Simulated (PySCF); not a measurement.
Numbering as in the mapped SMILES `[O:1]=[C:2]1[CH:3]=[CH:4][CH:5]=[CH:6]1`; H(Xn) means a hydrogen on atom n.

GIAO PBE0/pcSseg-1 shifts (PySCF 2.14.0 with density-fitted response routines, gas phase, non-relativistic, equivalent atoms averaged), each against references optimised in the same way as the molecule (H2O, TMS).

On the GFN2-xTB geometry: O1 778.7, C2 210.9, C4/C5 155.4, C3/C6 124.9, H(C4)/H(C5) 7.25, H(C3)/H(C6) 5.37 ppm.

Question: What changes on the PBE0-D3(BJ)/def2-SVP geometry?

Answer: 
```csv
atoms,δ (ppm),change
O1,774.7,-4.0
C2,208.2,-2.7
C4/C5,155.6,+0.2
C3/C6,124.8,-0.1
H(C4)/H(C5),7.12,-0.13
H(C3)/H(C6),5.42,+0.05
```

Bonds between heavy atoms that differ most (equivalent bonds averaged): C4–C5 1.479 → 1.496 Å, C2–C3 1.498 → 1.506 Å, C3–C4 1.333 → 1.341 Å. Mean change of bonds to hydrogen: C–H +0.016 Å.
